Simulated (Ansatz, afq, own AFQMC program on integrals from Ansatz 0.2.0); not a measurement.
Integrals from Ansatz 0.2.0, then the random walk in our own AFQMC program (afq).

```yaml
crystal:
  periodic: [false, false, false]
  atoms:
    - {symbol: Se, position_ang: [0.000000, 0.000000, 2.187600]}
    - {symbol: Mg, position_ang: [0.000000, 0.000000, -0.246500]}
    - {symbol: H, position_ang: [0.000000, 0.000000, -1.941100]}
basis:
  gaussian: {orbitals: cc-pVDZ}
magnetization: {spin_polarized: true, initial_magnetization: 1}
correlation: {method: ccsd_t, electrons: outside_noble_gas, hamiltonian_folder: ham}
```

```sh
$ ansatz run in.yaml --threads 1 --pin off --events-out ev --progress --plain --max-ram 1382MiB
```

afq runs on the folder ham with

```
--method phaseless --trial hf --walkers 160 --populations 1 --least-time 40 --time-step 0.02 --steps-per-block 5 --equilibration-blocks 100 --max-blocks 600 --target-error 0.00072 --factor-cut 1e-05 --start spin_pure --seed 9751 --taylor-order 8
```

Times are imaginary, in 1/Eh. The walk had a cap of 271 s. Filled inner d shells are frozen with the cores.

Log:

```
orbitals 31  electrons 5 4  factors 220 of 532
reference energy -2600.02556057 Eh
CCSD correlation -0.14552572 Eh in 10 cycles, weight of the determinant in the CISD state 0.9115
energy of the start -2600.025616 Eh
 block  time / (1/Eh)  mean weight  energy / Eh
     1     0.100  1.0036  -2600.049166
     2     0.200  1.0026  -2600.068145
     3     0.300  1.0014  -2600.087698
     4     0.400  1.0078  -2600.105054
     5     0.500  1.0075  -2600.121580
     8     0.800  1.0068  -2600.153238
    18     1.800  1.0027  -2600.170044
    69     6.900  0.9994  -2600.163483
   120    12.000  0.9978  -2600.184856
   171    17.100  1.0049  -2600.164144
   222    22.200  1.0024  -2600.183449
   273    27.300  1.0035  -2600.179453
   324    32.400  1.0035  -2600.180730
   375    37.500  0.9992  -2600.176121
   426    42.600  0.9995  -2600.194636
   477    47.700  1.0051  -2600.172169
   528    52.800  1.0009  -2600.174036
   545    54.500  0.9953  -2600.157068
   579    57.900  1.0011  -2600.171238
   613    61.300  0.9979  -2600.196432
   630    63.000  1.0015  -2600.195801
   681    68.100  0.9962  -2600.165747
   698    69.800  0.9933  -2600.175445
blocks merged  error / Eh  count
     1  0.000393  600
     2  0.000525  300
     4  0.000676  150
     8  0.000844  75
    16  0.000993  37
    32  0.001124  18
    64  0.000944  9
energy -2600.176256 +/- 0.001124 Eh
(rows thinned)
```

The run passed its tests (sampling time, drift between the halves within three errors, error under three times the target), which doesn't prove that it has relaxed.

Against this walk (error 30.6 meV) on the same determinant: CCSD(T) 68.5 meV higher, CCSDT(Q) 48.1 meV higher (within the noise), a separate phaseless walk with a CISD trial and standard settings 63.0 ± 31.3 meV higher. The error is statistical and leaves out the bias of the constraint.

Cautions: constraint bias not in the error; error above the target (30.6 against 19.6 meV); no relativity below Rb; no spin-orbit coupling; inner d shell frozen; the time-step error isn't removed.

The walk took 36 s on 1 thread of AMD EPYC 9R45 96-Core Processor (Zen 5) (shared host). The log's last line is the phaseless energy.

CCSDT and higher add their correlation energy to the determinant of the CCSD(T) run, since their own runs factorise the integrals more tightly (a shift of under 2 meV). A walk keeps the symmetry of its determinant, which the program's search chose and which needn't be the lowest solution, so a lower state of the same spin and another symmetry isn't excluded.
